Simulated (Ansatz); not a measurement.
# HfTa: from a trial structure to a relaxed crystal

Method: DFT PBE, scalar-relativistic, plane waves, PAW (Ansatz 0.2.0). Cutoff 420 eV, Γ-centred k mesh, Gaussian smearing, no spin polarisation in the final step.

The start puts HfTa on the wurtzite structure type (P6_3mc, No. 186), with Hf in place of Zn, Ta in place of O, at a guessed volume.

```
CELL_PARAMETERS angstrom
3.92187 0.00000 0.00000
-1.96094 3.39644 0.00000
0.00000 0.00000 6.28074
ATOMIC_POSITIONS crystal
Hf 0.33333 0.66667 0.00000
Hf 0.66667 0.33333 0.50000
Ta 0.33333 0.66667 0.38210
Ta 0.66667 0.33333 0.88210
```

Cell and atoms relax at zero pressure; the relaxation can't lower the symmetry of the start. After a coarse first stage the cell is made exact in the group found at 0.06 Å.

The zero of energy is the elements' standard structures at the same level; no fitted shifts are applied.

(1) What does it relax into?

(2) What are its volume, energy, density and gap?

Results:

(1) It ends in P6_3/mmc (No. 194). Conventional cell: a = 4.868 Å, c = 5.454 Å. Around Hf lie 5 Ta at 2.73–2.81 Å; Ta is coordinated by 5 Hf at 2.73–2.81 Å.

```cif
data_structure
_symmetry_space_group_name_H-M 'P6_3/mmc'
_symmetry_Int_Tables_number 194
_cell_length_a 4.8678
_cell_length_b 4.8678
_cell_length_c 5.4545
_cell_angle_alpha 90.000
_cell_angle_beta 90.000
_cell_angle_gamma 120.000
_cell_volume 111.93
loop_
_atom_site_label
_atom_site_type_symbol
_atom_site_symmetry_multiplicity
_atom_site_Wyckoff_symbol
_atom_site_fract_x
_atom_site_fract_y
_atom_site_fract_z
_atom_site_occupancy
Hf1 Hf 2 d 0.33333 0.66667 0.75000 1
Ta1 Ta 2 c 0.33333 0.66667 0.25000 1
```

(2) The volume per atom is 27.98 Å³. The density is 10.66 g/cm³, the energy over the elements is 1.89 eV/atom and the gap on the 12×12×8 mesh is 0 eV (a metal).

The final run used a 12×12×8 mesh on its 4-atom cell and 0.10 eV smearing. For metals, differences of a few meV/atom aren't resolved. Spin–orbit coupling is left out. A structure relaxed within its symmetry needn't be a true minimum. The steps took about 4 core-minutes in all.